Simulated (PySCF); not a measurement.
Coordinates in bohr (charge 0 multiplicity 1):
```
P     1.3086    0.0000    0.4615
S    -1.1878    0.0000   -2.1438
O    -0.0419    0.0000    3.1966
H    -1.8702    0.0000    3.0920
```

Level of theory: PySCF, PBE0, basis P def2-TZVP, S def2-TZVP, O def2-TZVP, H def2-TZVP (no relativity, density fitting).

This geometry of PS(OH) is a stationary point at this level.

Question: What is the point group?

Answer: Cs.

Question: Is it a minimum?

Answer: Yes: all harmonic wavenumbers are real.

Question: List the harmonic modes with their infrared intensities.

Answer: 
| symmetry | ω (cm⁻¹) | IR (km/mol) |
| --- | --- | --- |
| a' | 316 | 19.2 |
| a'' | 573 | 115 |
| a' | 723 | 34.5 |
| a' | 874 | 248 |
| a' | 985 | 93.7 |
| a' | 3753 | 60.0 |

Question: What are the dipole moment and the gap between the highest occupied and lowest empty levels?

Answer: 1.25 D and 4.66 eV.

Question: Give the atomic charges and bond orders.

Answer: 
| atom | Mulliken | Löwdin | polar tensor | Mayer order to P1 |
| --- | --- | --- | --- | --- |
| P1 | 0.38 | 0.06 | 0.90 | – |
| S2 | -0.29 | -0.03 | -0.47 | 2.11 |
| O3 | -0.42 | -0.18 | -0.72 | 1.15 |
| H4 | 0.32 | 0.15 | 0.29 | 0.05 |
Other Mayer orders above 0.3: O–H 0.84.

Only a few start shapes were tried, so a lower isomer may exist.
